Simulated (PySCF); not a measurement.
**C3H9P: calculation against experiment**

**Measured values to compare with.**

From Beach, A photoelectron spectroscopic study of bonding in inorganic and organometallic compounds, PhD thesis, LBL 1985, for the gas: P 2p3/2 binding energy of P2 135.93 eV; C 1s binding energy of C1/C3/C4 290.3 eV.

From Besley, J. Chem. Theory Comput. 2021, 17, 3644 (DFT calculations of core-electron binding energies at the K-edge of heavier elements), for the gas: P 1s binding energy of P2 2149.9 eV.

How close the calculation comes is told at the end.

Species: C3H9P.
Numbering: `[CH3:1][P:2]([CH3:3])[CH3:4]` (hydrogens: H5, H6, H7 on C1; H8, H9, H10 on C3; H11, H12, H13 on C4)

Structure used (PBE0-D3(BJ)/def2-TZVP), in Å, numbered top down from 1:
```xyz
13
C3H9P angstrom
C     -0.567    1.477    0.420
P     -0.125   -0.221    0.972
C      1.576   -0.325    0.280
C     -1.027   -1.191   -0.304
H     -0.371    1.631   -0.645
H      0.006    2.208    0.994
H     -1.626    1.659    0.615
H      1.610   -0.052   -0.779
H      1.955   -1.343    0.395
H      2.238    0.340    0.838
H     -0.803   -0.847   -1.319
H     -0.757   -2.246   -0.221
H     -2.102   -1.108   -0.132
```

Runs made with PySCF (gas phase, on this PBE0-D3(BJ)/def2-TZVP geometry; non-relativistic but for the core-level run):

```tsv
level	job	basis functions
delta-SCF UKS SCAN, pcX-3 on the ionised atom, pcseg-2 elsewhere, spin-free X2C	ΔSCF core ionisation, 3 holes	315
```

Results beside the measurements:

**Core binding energies.** Delta-SCF UKS SCAN, pcX-3 on the ionised atom, pcseg-2 elsewhere, spin-free X2C (PySCF 2.14.0).

| level and atom | computed (eV) | measured (eV) | computed − measured (eV) |
| --- | --- | --- | --- |
| P 2p3/2, P2 | 135.78 | 135.93 | -0.15 |
| C 1s, C1/C3/C4 | 290.21 | 290.3 | -0.09 |
| P 1s, P2 | 2149.46 | 2149.9 | -0.44 |

Sources, in the order of the opening: Beach, A photoelectron spectroscopic study of bonding in inorganic and organometallic compounds, PhD thesis, LBL 1985; Besley, J. Chem. Theory Comput. 2021, 17, 3644 (DFT calculations of core-electron binding energies at the K-edge of heavier elements). Against the first value of each row the mean signed difference is -0.23 eV and the largest in size -0.44 eV. The computed values are vertical, without vibrational structure; measured positions hang on the energy calibration. Atoms equivalent by their bonding share one computed value, that of the first of them. The 2p values aren't plain energy differences: one relaxed spin-free 2p hole is combined with a matrix within the shell (ground-state 2p orbital-energy differences and spin–orbit coupling). 2p3/2, the mean of its two sublevels, lies a third of the splitting below the shell's mean and 2p1/2 two thirds above it; the statistical areas are 2:1.

The geometry is computed, not the measured one. Where a level misses, the cause wasn't examined.
